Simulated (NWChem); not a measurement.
System: CHO, doublet; SMILES [CH]=O

The following NWChem deck was run.

```
start job
memory heap 200 mb stack 700 mb global 900 mb
geometry units angstroms noautoz
  C      0.151967     0.570635     0.000000
  O     -0.013773    -0.603453     0.000000
  H     -0.701625     1.340345     0.000000
end
basis spherical
  C library def2-svp
  O library def2-svp
  H library def2-svp
end
dft
  odft
  mult 2
  xc r2scan
  grid xfine
  iterations 150
  mulliken
end
task dft gradient
```

Excerpt of the output:

```
             Northwest Computational Chemistry Package (NWChem) 7.3.0
             --------------------------------------------------------

 CS  symmetry detected

                             Geometry "geometry" -> ""
                             -------------------------

 Output coordinates in angstroms (scale by  1.889725989 to convert to a.u.)

  No.       Tag          Charge          X              Y              Z
 ---- ---------------- ---------- -------------- -------------- --------------
    1 C                    6.0000     0.13075400     0.57834846     0.00000000
    2 O                    8.0000    -0.00531778    -0.59954664     0.00000000
    3 H                    1.0000    -0.74198176     1.32628234     0.00000000

 Effective nuclear repulsion energy (a.u.)      26.2374210055

      Symmetry information
      --------------------

 Group name             Cs
 Group number              2
 Group order               2
 No. of unique centers     3

                                 NWChem DFT Module
                                 -----------------

 Summary of "ao basis" -> "ao basis" (spherical)
 ------------------------------------------------------------------------------
       Tag                 Description            Shells   Functions and Types
 ---------------- ------------------------------  ------  ---------------------
 C                          def2-svp                 6       14   3s2p1d
 O                          def2-svp                 6       14   3s2p1d
 H                          def2-svp                 3        5   2s1p

      Symmetry analysis of basis
      --------------------------

        a'         24
        a"          9

            General Information
            -------------------
          SCF calculation type: DFT
          Wavefunction type:  spin polarized.
          No. of atoms     :     3
          No. of electrons :    15
           Alpha electrons :     8
            Beta electrons :     7
          Charge           :     0
          Spin multiplicity:     2
          Use of symmetry is: on ; symmetry adaption is: on
          Maximum number of iterations: 150
          AO basis - number of functions:    33
                     number of shells:    15
          Convergence on energy requested:  1.00D-06
          Convergence on density requested:  1.00D-05
          Convergence on gradient requested:  5.00D-04

              XC Information
              --------------
                      r^2SCAN Method XC Functional
               r^2SCAN metaGGA Exchange Functional  1.000
                     r^2SCAN Correlation Potential  1.000

             Grid Information
             ----------------
          Grid used for XC integration:  xfine
          Radial quadrature: Mura-Knowles
          Angular quadrature: Lebedev.
          Tag              B.-S. Rad. Rad. Pts. Rad. Cut. Ang. Pts.
          ---              ---------- --------- --------- ---------
          C                   0.70      100           7.0      1454
          O                   0.60      100           7.0      1454
          H                   0.35      100           7.0      1202
          Grid pruning is: on
          Number of quadrature shells:   300
          Spatial weights used:  Erf1

      Superposition of Atomic Density Guess
      -------------------------------------

 Sum of atomic energies:        -112.81524341

      Non-variational initial energy
      ------------------------------

 Total energy =    -113.290113
 1-e energy   =    -205.528679
 2-e energy   =      66.001146
 HOMO         =      -0.119639
 LUMO         =      -0.003434

   Symmetry analysis of molecular orbitals - initial alpha
   -------------------------------------------------------

  Numbering of irreducible representations:

     1 a'          2 a"

  Orbital symmetries:

     1 a'          2 a'          3 a'          4 a'          5 a'
     6 a"          7 a'          8 a'          9 a"         10 a'
    11 a'         12 a'         13 a"         14 a'         15 a'
    16 a'         17 a'         18 a"

   Symmetry analysis of molecular orbitals - initial beta
   ------------------------------------------------------

  Numbering of irreducible representations:

     1 a'          2 a"

  Orbital symmetries:

     1 a'          2 a'          3 a'          4 a'          5 a'
     6 a"          7 a'          8 a'          9 a"         10 a'
    11 a'         12 a'         13 a"         14 a'         15 a'
    16 a'         17 a'         18 a"

     ---------------------------------------------
      Total Density - Mulliken Population Analysis
     ---------------------------------------------

    Atom       Charge   Shell Charges
 -----------   ------   -------------------------------------------------------
    1 C    6     5.55   1.99  0.99  0.49  1.40  0.61  0.06
    2 O    8     8.55   1.99  1.13  0.68  2.96  1.77  0.02
    3 H    1     0.90   0.63  0.26  0.02

     --------------------------------------------
      Spin Density - Mulliken Population Analysis
     --------------------------------------------

    Atom       Charge   Shell Charges
 -----------   ------   -------------------------------------------------------
    1 C    6     0.63   0.00  0.05  0.12  0.26  0.19  0.00
    2 O    8     0.19   0.00  0.00 -0.00  0.14  0.04  0.00
    3 H    1     0.18   0.11  0.07  0.00

   convergence    iter        energy       DeltaE   RMS-Dens  Diis-err
 ---------------- ----- ----------------- --------- --------- ---------
 d= 0,ls=0.0,diis     1   -113.6301061609 -1.40D+02  2.20D-02  1.35D-01
                                                     1.99D-02  1.34D-01
 d= 0,ls=0.0,diis     2   -113.1538078948  4.76D-01  1.69D-02  1.29D+00
                                                     1.49D-02  1.25D+00
 d= 0,ls=0.0,diis     3   -113.7015935424 -5.48D-01  1.98D-03  4.49D-03
                                                     1.52D-03  4.35D-03
 d= 0,ls=0.0,diis     4   -113.7032320548 -1.64D-03  1.31D-03  6.42D-04
                                                     4.52D-04  4.67D-04
 d= 0,ls=0.0,diis     5   -113.7035044544 -2.72D-04  2.08D-04  2.00D-05
                                                     1.31D-04  2.67D-05
  Resetting Diis
 d= 0,ls=0.0,diis     6   -113.7035201063 -1.57D-05  6.57D-05  1.15D-06
                                                     2.66D-05  5.18D-07
 d= 0,ls=0.0,diis     7   -113.7035207511 -6.45D-07  8.94D-06  3.21D-08
                                                     4.06D-06  2.46D-08

         Total DFT energy =     -113.703520751109
      One electron energy =     -206.429087630687
           Coulomb energy =       80.681961219668
    Exchange-Corr. energy =      -14.193815345586
 Nuclear repulsion energy =       26.237421005496

 Numeric. integr. density =       15.000000001595

                  Occupations of the irreducible representations
                  ----------------------------------------------

                     irrep           alpha         beta
                     --------     --------     --------
                     a'                7.0          6.0
                     a"                1.0          1.0

                    DFT Final Alpha Molecular Orbital Analysis
                    ------------------------------------------

 Vector    6  Occ=1.000000D+00  E=-4.051778D-01  Symmetry=a"
              MO Center=  3.5D-02, -2.3D-01,  4.0D-15, r^2= 8.9D-01
   Bfn.  Coefficient  Atom+Function         Bfn.  Coefficient  Atom+Function
  ----- ------------  ---------------      ----- ------------  ---------------
    20      0.533978  2 O  pz                 6      0.347385  1 C  pz
    23      0.329226  2 O  pz                 9      0.172790  1 C  pz
    11     -0.035253  1 C  d -1              25      0.026385  2 O  d -1

 Vector    7  Occ=1.000000D+00  E=-4.033963D-01  Symmetry=a'
              MO Center=  2.1D-01, -7.9D-02, -1.6D-15, r^2= 1.1D+00
   Bfn.  Coefficient  Atom+Function         Bfn.  Coefficient  Atom+Function
  ----- ------------  ---------------      ----- ------------  ---------------
    18      0.400046  2 O  px                19     -0.321905  2 O  py
     4      0.285832  1 C  px                 5      0.269480  1 C  py
    21      0.237850  2 O  px                22     -0.169628  2 O  py
     3      0.161664  1 C  s                  7      0.140334  1 C  px
     2      0.130539  1 C  s                 17      0.120153  2 O  s

 Vector    8  Occ=1.000000D+00  E=-1.919164D-01  Symmetry=a'
              MO Center=  1.0D-01,  4.1D-01, -7.1D-16, r^2= 1.6D+00
   Bfn.  Coefficient  Atom+Function         Bfn.  Coefficient  Atom+Function
  ----- ------------  ---------------      ----- ------------  ---------------
     3      0.467876  1 C  s                 18     -0.440966  2 O  px
     4      0.392389  1 C  px                21     -0.355557  2 O  px
    30     -0.328707  3 H  s                 29     -0.308090  3 H  s
     7      0.233888  1 C  px                 2      0.215712  1 C  s
     8      0.142674  1 C  py                 5      0.141460  1 C  py

 Vector    9  Occ=0.000000D+00  E=-8.291800D-02  Symmetry=a"
              MO Center=  8.7D-02,  3.0D-01, -8.5D-16, r^2= 1.4D+00
   Bfn.  Coefficient  Atom+Function         Bfn.  Coefficient  Atom+Function
  ----- ------------  ---------------      ----- ------------  ---------------
     6      0.554888  1 C  pz                 9      0.549451  1 C  pz
    20     -0.428215  2 O  pz                23     -0.427097  2 O  pz
    33      0.034569  3 H  pz                11      0.027044  1 C  d -1

 Vector   10  Occ=0.000000D+00  E= 7.999967D-02  Symmetry=a'
              MO Center= -8.5D-01,  1.4D+00,  7.0D-16, r^2= 2.2D+00
   Bfn.  Coefficient  Atom+Function         Bfn.  Coefficient  Atom+Function
  ----- ------------  ---------------      ----- ------------  ---------------
    30      1.874381  3 H  s                  3     -1.141469  1 C  s
     7      0.733324  1 C  px                 8     -0.437419  1 C  py
     4      0.379686  1 C  px                 2     -0.281328  1 C  s
    21     -0.233668  2 O  px                 5     -0.204803  1 C  py
    18     -0.143196  2 O  px                29      0.125023  3 H  s

 Vector   11  Occ=0.000000D+00  E= 2.020923D-01  Symmetry=a'
              MO Center=  8.8D-03,  3.2D-01, -1.8D-18, r^2= 2.6D+00
   Bfn.  Coefficient  Atom+Function         Bfn.  Coefficient  Atom+Function
  ----- ------------  ---------------      ----- ------------  ---------------
    17     -1.691206  2 O  s                  3      1.682780  1 C  s
     8     -1.553450  1 C  py                22     -0.573006  2 O  py
     7     -0.216626  1 C  px                16     -0.210862  2 O  s
     5     -0.171317  1 C  py                19     -0.160518  2 O  py
    29     -0.118459  3 H  s                 15     -0.117745  2 O  s

                     DFT Final Beta Molecular Orbital Analysis
                     -----------------------------------------

 Vector    5  Occ=1.000000D+00  E=-4.377984D-01  Symmetry=a'
              MO Center= -1.3D-01, -2.7D-01, -2.8D-15, r^2= 1.2D+00
   Bfn.  Coefficient  Atom+Function         Bfn.  Coefficient  Atom+Function
  ----- ------------  ---------------      ----- ------------  ---------------
    19      0.441699  2 O  py                 5     -0.333739  1 C  py
    17     -0.269345  2 O  s                 22      0.224513  2 O  py
    18      0.211256  2 O  px                29     -0.200123  3 H  s
    16     -0.195533  2 O  s                  4      0.159317  1 C  px
    21      0.125161  2 O  px                 2      0.096994  1 C  s

 Vector    6  Occ=1.000000D+00  E=-3.974324D-01  Symmetry=a"
              MO Center=  2.9D-02, -2.5D-01,  4.7D-15, r^2= 8.7D-01
   Bfn.  Coefficient  Atom+Function         Bfn.  Coefficient  Atom+Function
  ----- ------------  ---------------      ----- ------------  ---------------
    20      0.536892  2 O  pz                23      0.339231  2 O  pz
     6      0.335042  1 C  pz                 9      0.166164  1 C  pz
    11     -0.038430  1 C  d -1              25      0.026769  2 O  d -1

 Vector    7  Occ=1.000000D+00  E=-3.535328D-01  Symmetry=a'
              MO Center=  1.8D-01, -1.1D-01, -2.1D-15, r^2= 1.1D+00
   Bfn.  Coefficient  Atom+Function         Bfn.  Coefficient  Atom+Function
  ----- ------------  ---------------      ----- ------------  ---------------
    18      0.469856  2 O  px                21      0.317686  2 O  px
     4      0.249418  1 C  px                19     -0.222610  2 O  py
     5      0.189223  1 C  py                 3      0.163399  1 C  s
     2      0.150226  1 C  s                  7      0.139090  1 C  px
    22     -0.118975  2 O  py                29      0.086105  3 H  s

 Vector    8  Occ=0.000000D+00  E=-9.826684D-02  Symmetry=a'
              MO Center=  1.7D-01,  5.2D-01, -5.6D-16, r^2= 1.6D+00
   Bfn.  Coefficient  Atom+Function         Bfn.  Coefficient  Atom+Function
  ----- ------------  ---------------      ----- ------------  ---------------
     3      0.552561  1 C  s                 18     -0.388777  2 O  px
     4      0.382935  1 C  px                30     -0.348659  3 H  s
    21     -0.342475  2 O  px                29     -0.303959  3 H  s
     7      0.269195  1 C  px                 2      0.204396  1 C  s
     8      0.165228  1 C  py                 5      0.156280  1 C  py

 Vector    9  Occ=0.000000D+00  E=-6.119343D-02  Symmetry=a"
              MO Center=  7.8D-02,  3.1D-01, -3.8D-16, r^2= 1.4D+00
   Bfn.  Coefficient  Atom+Function         Bfn.  Coefficient  Atom+Function
  ----- ------------  ---------------      ----- ------------  ---------------
     6      0.558796  1 C  pz                 9      0.553011  1 C  pz
    20     -0.422606  2 O  pz                23     -0.420698  2 O  pz
    33      0.036276  3 H  pz

 Vector   10  Occ=0.000000D+00  E= 1.336397D-01  Symmetry=a'
              MO Center= -8.0D-01,  1.4D+00, -1.4D-15, r^2= 2.1D+00
   Bfn.  Coefficient  Atom+Function         Bfn.  Coefficient  Atom+Function
  ----- ------------  ---------------      ----- ------------  ---------------
    30      1.745542  3 H  s                  3     -1.066941  1 C  s
     7      0.689784  1 C  px                 4      0.393737  1 C  px
     2     -0.357842  1 C  s                  8     -0.282270  1 C  py
    21     -0.223250  2 O  px                 5     -0.203711  1 C  py
    29      0.150548  3 H  s                 18     -0.146670  2 O  px

     ---------------------------------------------
      Total Density - Mulliken Population Analysis
     ---------------------------------------------

    Atom       Charge   Shell Charges
 -----------   ------   -------------------------------------------------------
    1 C    6     5.94   1.99  0.99  0.43  1.82  0.65  0.07
    2 O    8     8.14   1.99  1.12  0.69  2.79  1.53  0.02
    3 H    1     0.92   0.71  0.19  0.02

     --------------------------------------------
      Spin Density - Mulliken Population Analysis
     --------------------------------------------

    Atom       Charge   Shell Charges
 -----------   ------   -------------------------------------------------------
    1 C    6     0.56   0.00  0.08  0.08  0.28  0.11  0.00
    2 O    8     0.25  -0.00  0.01 -0.01  0.21  0.03 -0.00
    3 H    1     0.20   0.13  0.06  0.00

     -------------------------------------------
      Total Density - Lowdin Population Analysis
     -------------------------------------------

[...]

                         DFT ENERGY GRADIENTS

    atom               coordinates                        gradient
                 x          y          z           x          y          z
   1 C       0.247089   1.092920   0.000000    0.005435   0.013254   0.000000
   2 O      -0.010049  -1.132979   0.000000   -0.001806  -0.016494   0.000000
   3 H      -1.402142   2.506310   0.000000   -0.003629   0.003240   0.000000
```

Level: r2SCAN/def2-SVP, spin-unrestricted. In the optimisation the excess spin sits in a' (Cs, its own frame). All runs use the structure optimised with PBE-D3(BJ)/def2-SVP, spin-unrestricted. No stability test was run on the SCF state.
